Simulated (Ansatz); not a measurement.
System: chalcopyrite ZnGeP2. Method: PBE+SOC (Ansatz, a quantum-chemistry and plane-wave program, plane waves, PAW).

Settings: plane-wave cutoff 520 eV, 10×10×10 k mesh, Fermi–Dirac smearing 0.01 eV, PAW data made under PBE.

Cell (measured lattice):

```cif
data_Ge2P4Zn2
_chemical_formula_sum 'Zn2 Ge2 P4'
_space_group_name_H-M_alt 'P 1'
_space_group_IT_number 1
_cell_length_a 6.60165
_cell_length_b 6.60165
_cell_length_c 6.60165
_cell_angle_alpha 131.146
_cell_angle_beta 131.146
_cell_angle_gamma 71.581
loop_
_space_group_symop_operation_xyz
  'x, y, z'
loop_
_atom_site_label
_atom_site_type_symbol
_atom_site_fract_x
_atom_site_fract_y
_atom_site_fract_z
_atom_site_occupancy
Zn1 Zn 0.00000 0.00000 0.00000 1
Zn2 Zn 0.75000 0.25000 0.50000 1
Ge1 Ge 0.50000 0.50000 0.00000 1
Ge2 Ge 0.25000 0.75000 0.50000 1
P1 P 0.87500 0.87283 0.49783 1
P2 P 0.12717 0.62500 0.00217 1
P3 P 0.37500 0.37717 0.50217 1
P4 P 0.62283 0.12500 0.99783 1
```

### Question
Predict the band gap and smallest direct gap on the k points sampled.

### Answer

* **band gap**: 1.17 eV (indirect)
* **smallest direct gap on the k points sampled**: 1.33 eV

Measured, for comparison: band gap 2.05 eV (temperature not stated, no zero-point or thermal correction, pseudodirect, our sources range from 1.80 to 2.20; as tabulated in Rashkeev et al. (1999), arXiv:cond-mat/9809378). Computed (rounded) less measured: band gap not scored (sources differ).

Note: cell and atoms aren't relaxed at this level (pressure 2.1 GPa).

Computed values are for the static lattice.

The result took very roughly 10 core-minutes.
